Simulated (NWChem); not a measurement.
**UB3LYP/6-311+G(d,p) run of C2H2F (SMILES C=[C]F)**

What is the vertical ionisation energy of C2H2F at UB3LYP/6-311+G**? 

Program for the calculation: NWChem 7.3.0.

## (1) The molecule

C2H2F has 5 atoms, charge 0, and is taken as a doublet. SMILES: `C=[C]F`. Geometry: relaxed at PBE0-D4/def2-TZVP.

Bond lengths: C1–C2 1.309 Å, C2–F3 1.302 Å, C1–H4 1.087 Å, C1–H5 1.080 Å. Angles: C1–C2–F3 130.3°, C2–C1–H4 120.7°, C2–C1–H5 119.9°, H4–C1–H5 119.4°.

## (2) A single-point energy at UB3LYP/6-311+G(d,p)

The input, test.nw:

```
start test
memory 2200 mb

geometry units atomic noautosym nocenter noautoz
C      0.92256429    -0.37870112     0.01587370
C     -1.12004067     0.74398518     0.84489655
F     -3.26091140     1.18958260    -0.28138022
H      1.01043656    -1.11569430    -1.89993065
H      2.54205958    -0.57863414     1.24249493
end

basis "ao basis" spherical bse
C library 6-311+G**
F library 6-311+G**
H library 6-311+G**
end

dft
xc b3lyp
mult 2
grid huge
convergence energy 1e-08
maxiter 100
mulliken
print low
end

task dft energy
```

On the command line:

```console
$ nwchem test.nw > test.out
```

What it wrote:

```text
[...]
 d= 0,ls=0.0,diis     1   -177.1275577699 -2.38D+02  1.11D-02  1.95D-01     5.3
[...]
 d= 0,ls=0.0,diis    13   -177.1959145194 -1.75D-09  8.63D-07  2.28D-09    64.0
[...]
         Total DFT energy =     -177.195914519403
      One electron energy =     -362.923071064917
           Coulomb energy =      146.763608967414
    Exchange-Corr. energy =      -21.997592176925
 Nuclear repulsion energy =       60.961139755025
[...]
      Total Density - Mulliken Population Analysis
     ---------------------------------------------
    Atom       Charge   Shell Charges
 -----------   ------   -------------------------------------------------------
    1 C    6     6.31   1.10  0.89  0.66  0.76  1.46  0.46  0.90 -0.02  0.06  0.04
    2 C    6     5.95   1.10  0.88  0.60  0.80  1.32  0.49  0.56  0.04  0.04  0.12
    3 F    9     9.05   1.08  0.92  1.18  1.10  2.34  0.85  1.60 -0.04  0.03  0.01
    4 H    1     0.84   0.27  0.47  0.08  0.03
    5 H    1     0.84   0.27  0.47  0.07  0.03
[...]
      <S2> =      0.7595 (Exact =     0.7500)
[...]
```

Run time: 65 s. Hardware: 1 thread of AMD EPYC 7R13 (Zen 3), shared host; peak memory 0.16 GiB.

## (3) The singlet cation, same level

The input, calc.nw:

```
start calc
memory 2200 mb
charge 1
geometry units bohr noautosym nocenter noautoz
  C    0.92256429  -0.37870112   0.01587370
  C   -1.12004067   0.74398518   0.84489655
  F   -3.26091140   1.18958260  -0.28138022
  H    1.01043656  -1.11569430  -1.89993065
  H    2.54205958  -0.57863414   1.24249493
end
basis spherical bse
  C library 6-311+G**
  F library 6-311+G**
  H library 6-311+G**
end
dft
  xc b3lyp
  grid huge
  convergence energy 1e-08
  maxiter 100
  mulliken
  noprint "final vectors analysis"
end
task dft energy
```

On the command line:

```console
$ nwchem calc.nw > calc.out
```

What it wrote:

```text
[...]
          Wavefunction type:  closed shell.
          No. of atoms     :     5
          No. of electrons :    22
[...]
          Charge           :     1
          Spin multiplicity:     1
[...]
          AO basis - number of functions:    78
[...]
              XC Information
              --------------
                         B3LYP Method XC Potential
                     Hartree-Fock (Exact) Exchange  0.200
                        Slater Exchange Functional  0.800 local
                    Becke 1988 Exchange Functional  0.720 non-local
              Lee-Yang-Parr Correlation Functional  0.810
                  VWN I RPA Correlation Functional  0.190 local
[...]
 d= 0,ls=0.0,diis     1   -176.6233294519 -2.38D+02  2.32D-02  1.97D+00     3.4
[...]
 d= 0,ls=0.0,diis    11   -176.8066863645 -9.68D-10  3.05D-07  8.58D-10    33.1
         Total DFT energy =     -176.806686364530
      One electron energy =     -355.599324881657
           Coulomb energy =      139.423840736844
    Exchange-Corr. energy =      -21.592341974742
 Nuclear repulsion energy =       60.961139755025
[...]
      Total Density - Mulliken Population Analysis
     ---------------------------------------------
    Atom       Charge   Shell Charges
 -----------   ------   -------------------------------------------------------
    1 C    6     6.17   1.10  0.89  0.64  0.79  1.45  0.48  0.75  0.01  0.03  0.04
    2 C    6     5.58   1.10  0.88  0.56  0.83  1.27  0.36  0.46 -0.04  0.03  0.11
    3 F    9     8.83   1.08  0.92  1.16  1.12  2.30  0.84  1.48 -0.05 -0.03  0.01
    4 H    1     0.69   0.25  0.42  0.00  0.03
    5 H    1     0.73   0.26  0.44  0.01  0.03
[...]
```

Wall time 34 s (1 thread of AMD EPYC 7R13 (Zen 3), shared host); peak memory 0.16 GiB.

## (4) Outcome

At UB3LYP/6-311+G**:

```
                                          quantity          value
                       doublet C2H2F: total energy  -177.19591 Eh
                               doublet C2H2F: ⟨S²⟩          0.759
                      singlet cation: total energy  -176.80669 Eh
vertical ionisation energy (to the singlet cation)      10.591 eV
```

**Reading.** Removing an electron at fixed nuclei costs 10.59 eV (244 kcal/mol). Only the singlet of the ionised species was computed; a triplet could lie lower.
